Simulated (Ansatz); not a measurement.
# BSiHO (quintet): from Hartree-Fock to the top rungs, def2-QZVPP

One table from this session's results is given with a row withheld; the runs are named, their logs left out.

Computed with Ansatz 0.2.0, Gaussian basis. Level: def2-QZVPP, core rule «outside noble gas», up to 7 orbitals frozen.

The runs, in order: UHF; ROHF; CCSD(T) on UHF.

8 further runs of the same task are left out: 8 set aside as unsound or not needed.

## What is computed

The geometry is a PBE0/def2-TZVP stationary point (not a proven minimum) of the parent state, kept for this charge and spin.

4 atoms, charge 0, spin multiplicity 5.

Atoms are counted from 1 here; the program's logs count them from 0.

Bond lengths: B1–Si2 1.959 Å, Si2–O3 1.524 Å, Si2–H4 1.489 Å. Angles: B1–Si2–O3 122.2°, B1–Si2–H4 110.8°, O3–Si2–H4 127.0°.

The first run:

File in.yaml:

```yaml
crystal:
  periodic: [false, false, false]
  atoms:
    - {symbol: B, position_ang: [0.000000, -0.531705, 1.776279]}
    - {symbol: Si, position_ang: [0.000000, 0.368430, 0.036582]}
    - {symbol: O, position_ang: [0.000000, -0.403858, -1.277481]}
    - {symbol: H, position_ang: [0.000000, 1.847527, 0.206498]}
basis:
  gaussian: {orbitals: "def2-QZVPP.json"}
magnetization: {spin_polarized: true, initial_magnetization: 4}
hamiltonian: {xc: hf}
output: {orbitals: {seedname: orbitals}}
```

The run is started by

```sh
> ansatz run in.yaml --threads 1 --pin off --events-out ev --progress --plain --max-ram 2393MiB
```

Steps of the session up to this table: UHF; ROHF; CCSD(T) on UHF.

One of the session's tables, all rows but one given; the rest of the session is left out.

It belongs to the step «Misses and costs». 

```
  method  from UCCSD(T) (meV)
    ROHF             +11336.1
     UHF                    ?
    UMP2              +1444.6
   UCCSD               +482.4
UCCSD(T)                    0
```

**Question.** Estimate the row for UHF.

As computed: from UCCSD(T) (meV): +11144.5. In the column «from UCCSD(T) (meV)» it lies between UMP2 (+1444.6) and ROHF (+11336.1).
